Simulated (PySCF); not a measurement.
PySCF input (M06-2X/def2-TZVPD):

```python
from pyscf import gto, scf, dft

mol = gto.M(
    atom='''
    C    -0.07333892    0.62108440    0.12511202
    O     0.04964478   -0.69228382   -0.18453082
    H    -1.17755159    0.85327864    0.11267856
    H     0.62329492   -1.20666677    0.43207005
    H     0.46134704    0.96838311    1.00345248
    H     0.13578494    1.19676917   -0.82262667
    ''',
    basis='def2-tzvpd',
    charge=1,
    spin=1,
    verbose=4,
)

mf = dft.UKS(mol, xc='m062x').density_fit(auxbasis='def2-universal-jkfit')
mf.grids.level = 4
mf.conv_tol = 1e-9
mf.max_cycle = 100
mf.max_memory = 1500
mf.kernel()
if not mf.converged:
    mf = mf.newton()
    mf.kernel(mf.make_rdm1())
for _ in range(2):
    mo, _, stable, _ = mf.stability(return_status=True)
    if stable:
        break
    mf.kernel(mf.make_rdm1(mo, mf.mo_occ))
mf.analyze()
```

End of the output:

```
Extra cycle  E= -115.318424406117  delta_E= -5.23e-12  |g|= 1.03e-06  |ddm|= 2.97e-06
converged SCF energy = -115.318424406117  <S^2> = 0.75598819  2S+1 = 2.0059793
uhf_internal: lowest eigs of H = [0.16190711 0.34610274 0.37941972]
<class 'pyscf.df.df_jk.DFUKS'> wavefunction is stable in the internal stability analysis
**** SCF Summaries ****
Total Energy =                        -115.318424406116804
Nuclear Repulsion Energy =              40.973457297794347
One-electron Energy =                 -232.091610602856434
Two-electron Energy =                   75.799728898945290
Two-electron Coulomb Energy =           90.877786782957330
DFT Exchange-Correlation Energy =      -15.078057884012036
HOMO-LUMO gap [eV] =                     7.034653594551118
**** MO energy ****
                             alpha | beta                alpha | beta
MO #1   energy= -20.0438592521886  | -20.0306038347177  occ= 1 | 1
MO #2   energy= -10.8953774233407  | -10.8947464355959  occ= 1 | 1
MO #3   energy= -1.54569165642692  | -1.50275564332295  occ= 1 | 1
MO #4   energy= -1.1132896371342   | -1.08609379132198  occ= 1 | 1
MO #5   energy= -0.935410910733498 | -0.917966712273945 occ= 1 | 1
MO #6   energy= -0.881332324557557 | -0.841260039375758 occ= 1 | 1
MO #7   energy= -0.867579759105867 | -0.779823804357555 occ= 1 | 1
MO #8   energy= -0.744347269802578 | -0.726550716774206 occ= 1 | 1
MO #9   energy= -0.702180974640573 | -0.443662221153311 occ= 1 | 0
MO #10  energy= -0.197102546317279 | -0.194031388073821 occ= 0 | 0
MO #11  energy= -0.150588735617802 | -0.150086130406841 occ= 0 | 0
MO #12  energy= -0.119827161948062 | -0.11907331500685  occ= 0 | 0
MO #13  energy= -0.111772818995473 | -0.110534761990957 occ= 0 | 0
MO #14  energy= -0.098903800668748 | -0.0903436733701022 occ= 0 | 0
MO #15  energy= -0.086123431133147 | -0.0846846585720556 occ= 0 | 0
MO #16  energy= -0.0727777542394318 | -0.0728213375391743 occ= 0 | 0
MO #17  energy= -0.0553669321196779 | -0.0546672775203505 occ= 0 | 0
MO #18  energy= -0.0252033466007866 | -0.0247913653404623 occ= 0 | 0
MO #19  energy= -0.00269893550393663 | -0.00151551476337028 occ= 0 | 0
MO #20  energy= 0.00741270686826326 | 0.0117795602234595 occ= 0 | 0
MO #21  energy= 0.0334723497279703 | 0.0361527390631319 occ= 0 | 0
MO #22  energy= 0.0395055673537105 | 0.0428094338386632 occ= 0 | 0
MO #23  energy= 0.0490309280041608 | 0.0506991724032402 occ= 0 | 0
MO #24  energy= 0.0603138906768577 | 0.0620679310571506 occ= 0 | 0
MO #25  energy= 0.0747376022352029 | 0.077748252200994  occ= 0 | 0
MO #26  energy= 0.0787385079703237 | 0.081194439944558  occ= 0 | 0
MO #27  energy= 0.0800490659130613 | 0.0876590583992205 occ= 0 | 0
MO #28  energy= 0.109128762456375  | 0.109500291242022  occ= 0 | 0
MO #29  energy= 0.117358940241749  | 0.113458210220934  occ= 0 | 0
MO #30  energy= 0.132897029546412  | 0.132616911726723  occ= 0 | 0
MO #31  energy= 0.143865102526969  | 0.145920780736321  occ= 0 | 0
MO #32  energy= 0.167256951473035  | 0.167600439482682  occ= 0 | 0
MO #33  energy= 0.172741412336685  | 0.177337927532973  occ= 0 | 0
MO #34  energy= 0.191300185968828  | 0.193041745881668  occ= 0 | 0
MO #35  energy= 0.199171588818039  | 0.199821704483219  occ= 0 | 0
MO #36  energy= 0.212983336463248  | 0.21448605676312   occ= 0 | 0
MO #37  energy= 0.238266113219919  | 0.239052752049533  occ= 0 | 0
MO #38  energy= 0.254677185757519  | 0.255622819897555  occ= 0 | 0
MO #39  energy= 0.280061558272216  | 0.27938481620129   occ= 0 | 0
MO #40  energy= 0.322986909187954  | 0.322696261084079  occ= 0 | 0
MO #41  energy= 0.34570493252966   | 0.344675348402935  occ= 0 | 0
MO #42  energy= 0.366588061705923  | 0.365029156380283  occ= 0 | 0
MO #43  energy= 0.370564559847366  | 0.370805961835773  occ= 0 | 0
MO #44  energy= 0.411907153890517  | 0.410677295015741  occ= 0 | 0
MO #45  energy= 0.470551763978948  | 0.472465679365946  occ= 0 | 0
MO #46  energy= 0.483561126857933  | 0.482316311035347  occ= 0 | 0
MO #47  energy= 0.497694013411465  | 0.492421563478665  occ= 0 | 0
MO #48  energy= 0.52304022493664   | 0.523215429222287  occ= 0 | 0
MO #49  energy= 0.574712093892749  | 0.577720371604215  occ= 0 | 0
MO #50  energy= 0.618256521018147  | 0.637985549239944  occ= 0 | 0
MO #51  energy= 0.652792632145648  | 0.653168886340405  occ= 0 | 0
MO #52  energy= 0.695623296225101  | 0.696867114237318  occ= 0 | 0
MO #53  energy= 0.767604571439171  | 0.769347996327061  occ= 0 | 0
MO #54  energy= 0.770921812537563  | 0.771182516547603  occ= 0 | 0
MO #55  energy= 0.815886382547081  | 0.815539848482789  occ= 0 | 0
MO #56  energy= 0.857568358687161  | 0.864898839501681  occ= 0 | 0
MO #57  energy= 0.9066943559083    | 0.907048417135591  occ= 0 | 0
MO #58  energy= 0.96937968564999   | 0.969245305698308  occ= 0 | 0
MO #59  energy= 1.33555400431947   | 1.34612113494715   occ= 0 | 0
MO #60  energy= 1.35115216397703   | 1.36164389096938   occ= 0 | 0
MO #61  energy= 1.38006105720684   | 1.38303131496615   occ= 0 | 0
MO #62  energy= 1.40886066079067   | 1.41347156992911   occ= 0 | 0
MO #63  energy= 1.46753268982952   | 1.47018637882626   occ= 0 | 0
MO #64  energy= 1.50241411303022   | 1.5050292220886    occ= 0 | 0
MO #65  energy= 1.52934053493906   | 1.5416248832061    occ= 0 | 0
MO #66  energy= 1.56168124809723   | 1.55923652979866   occ= 0 | 0
MO #67  energy= 1.65863697153389   | 1.65432627090887   occ= 0 | 0
MO #68  energy= 1.72237500456928   | 1.72771562838163   occ= 0 | 0
MO #69  energy= 1.7867313399023    | 1.79244612315901   occ= 0 | 0
MO #70  energy= 1.85037234534756   | 1.85459681509725   occ= 0 | 0
MO #71  energy= 1.87458351480409   | 1.88326888888003   occ= 0 | 0
MO #72  energy= 1.91308572260271   | 1.91609690763835   occ= 0 | 0
MO #73  energy= 2.03580801596722   | 2.03912808873496   occ= 0 | 0
MO #74  energy= 2.05090912220509   | 2.05708342692995   occ= 0 | 0
MO #75  energy= 2.15173683162998   | 2.14919084398601   occ= 0 | 0
MO #76  energy= 2.27148849695345   | 2.28165627427787   occ= 0 | 0
MO #77  energy= 2.27687137846251   | 2.29185469536828   occ= 0 | 0
MO #78  energy= 2.30921511048346   | 2.31381831831309   occ= 0 | 0
MO #79  energy= 2.34011003379625   | 2.34054054876614   occ= 0 | 0
MO #80  energy= 2.36481041674726   | 2.36749203127485   occ= 0 | 0
MO #81  energy= 2.43982217025696   | 2.44327977481285   occ= 0 | 0
MO #82  energy= 2.57954786108869   | 2.57977484415096   occ= 0 | 0
MO #83  energy= 2.63373174625241   | 2.64305125508496   occ= 0 | 0
MO #84  energy= 2.6453687609346    | 2.69087692999607   occ= 0 | 0
MO #85  energy= 2.83551833778887   | 2.84349162161309   occ= 0 | 0
MO #86  energy= 2.91463747735663   | 2.92154941257561   occ= 0 | 0
MO #87  energy= 2.96721603112774   | 2.97257756172121   occ= 0 | 0
MO #88  energy= 3.00069270979859   | 3.01335511261193   occ= 0 | 0
MO #89  energy= 3.02682119422306   | 3.0248050803095    occ= 0 | 0
MO #90  energy= 3.12387727895327   | 3.12820269515653   occ= 0 | 0
MO #91  energy= 3.18501592655594   | 3.18727892323643   occ= 0 | 0
MO #92  energy= 3.34464633762279   | 3.35250613593478   occ= 0 | 0
MO #93  energy= 3.37606858498093   | 3.38085969456188   occ= 0 | 0
MO #94  energy= 3.38925497106052   | 3.39013287401349   occ= 0 | 0
MO #95  energy= 3.60662780579982   | 3.62038932241838   occ= 0 | 0
MO #96  energy= 3.79295920261301   | 3.80331164381832   occ= 0 | 0
MO #97  energy= 4.0107522572331    | 4.02191737670677   occ= 0 | 0
MO #98  energy= 4.19752444136591   | 4.20480275355797   occ= 0 | 0
MO #99  energy= 4.35143697624306   | 4.35641729973981   occ= 0 | 0
MO #100 energy= 4.90596185766755   | 4.93776889970309   occ= 0 | 0
MO #101 energy= 4.99282416422791   | 5.01727422867489   occ= 0 | 0
MO #102 energy= 5.15665606436198   | 5.18508014866601   occ= 0 | 0
MO #103 energy= 5.49097841935902   | 5.52193959742231   occ= 0 | 0
MO #104 energy= 5.52327931102248   | 5.53813515008372   occ= 0 | 0
[...]
```
